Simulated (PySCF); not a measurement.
J couplings in Cyanoethynyl Anion

Bonds (- single, = double, # triple, : aromatic): C1#C2 1.257 Å, C2-C3 1.367 Å, C3#N4 1.175 Å. Formal charges: C1 -1.

Total charge -1.

Method: B3LYP/pcJ-1//PBE0-D3(BJ)/def2-SVP, PySCF; isolated molecule, single conformer, non-relativistic. Couplings are averaged over pairs made equivalent by symmetry, fast rotation or ring inversion, so a value needn't be that of the named pair in this geometry, while other rotamers aren't included; one pair stands for each set, and the list holds those of at least 1.5 Hz over up to four bonds.

Isotopes: 13C, 15N.

```json
{"pair": "C1, C2", "bonds": "1", "J (Hz)": "?"}
{"pair": "C2, C3", "bonds": "1", "J (Hz)": "132.9"}
{"pair": "C3, N4", "bonds": "1", "J (Hz)": "-21.6"}
{"pair": "C2, N4", "bonds": "2", "J (Hz)": "4.9"}
{"pair": "C1, N4", "bonds": "3", "J (Hz)": "?"}
```

**Question.** Estimate the withheld couplings, with signs.

**Answer.** 
- 1J(C1,C2) = 53.9 Hz (bond length 1.257 Å)
- 3J(C1,N4) = -11.9 Hz
